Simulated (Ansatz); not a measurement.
Rock-salt MgS was calculated with r²SCAN+rVV10 (Ansatz, an electronic-structure program, plane waves, PAW).

The input as run:

Ansatz 0.2 input:
```yaml
crystal:
  lattice:
    - [0.0, 2.5594010072, 2.5594010072]
    - [2.5594010072, 0.0, 2.5594010072]
    - [2.5594010072, 2.5594010072, 0.0]
  atoms:
    - { symbol: Mg, position: [0.0, 0.0, 0.0] }
    - { symbol: S, position: [0.5, 0.5, 0.5] }
basis:
  ecutwfc: 560
  ecutrho_ratio: 4
  xc_grid: 3
kpoints:
  mp_grid: { grid: [12, 12, 12] }
hamiltonian:
  xc: r2scan
  dispersion: rvv10
  pseudopotentials: { kind: paw }
scf:
  occupations: { method: fermi_dirac, width: 0.01 }
  convergence: { dr2_threshold: 0.0000000002 }
output:
  forces: true
  stress: true
  eigenvalues: true
```

Excerpt of the program's output:

```
Crystal: 2 atoms, lattice volume = 33.531 Å³
Basis set: ecut = 560 eV, 965 PW (Γ), exchange–correlation on 90×90×90 points (27 copies of the dense FFT grid, shifted against one another)
Bands: 12, of which v1, the nominal top of the filled ones, is band 8 counted from 1 (7 counted from 0)
Symmetry: 48 space group operations
Space group: Fm-3m (ITA 225), of the structure as read, at distance tolerance 3.2e-5 Å
k-points: 72 of 1728
Functional: x = r2scan, c = r2scan + rvv10(b = 11.95, C = 0.0093); τ floored in thin density (d = 2e-4 eV/Å³)
SCF iter   1: F=—  HF=-2834.549907 eV  |F-HF|=—  |Δ(HF+E_count)|=         —  Δρ=6.90e-3  dr2=5.82e-3  dr2_τ=8.30e-3
SCF iter   2: F=—  HF=-2834.602048 eV  |F-HF|=—  |Δ(HF+E_count)|=   5.21e-2  Δρ=2.83e-3  dr2=1.90e-3  dr2_τ=6.70e-5
  ...
SCF iter   6: F=—  HF=-2834.602246 eV  |F-HF|=—  |Δ(HF+E_count)|=   6.55e-7  Δρ=2.15e-6  dr2=1.77e-9  dr2_τ=1.49e-10
SCF iter   7: F=-2834.602246 eV  HF=-2834.602246 eV  |F-HF|=2.68e-11  |Δ(HF+E_count)|=  6.12e-10  Δρ=3.28e-7  dr2=5.85e-11  dr2_τ=1.74e-12
SCF 1 converged in 7 iterations: F = -2834.602246 eV  dr2 = 5.85e-11
SCF converged after 7 iterations
Free energy (F): -2834.602246 eV
Internal energy: -2834.602246 eV  (E = F + TS)
E sigma→0 (E₀):  -2834.602246 eV
Fermi energy:    8.506479 eV
--- Forces (eV/Å), atoms counted from 1 ---
  atom   1  Mg    -0.00000000    -0.00000000     0.00000000
  atom   2  S      0.00000000     0.00000000    -0.00000000
--- Stress (GPa, compression-positive) ---
        3.618965       0.000000       0.000000
       -0.000000       3.618965       0.000000
        0.000000       0.000000       3.618965
  P = ⅓ Tr σ = 3.6190 GPa (36.190 kbar)
```

The cell is one volume of an energy–volume scan, off the minimum.

The PAW data were made under PBE.
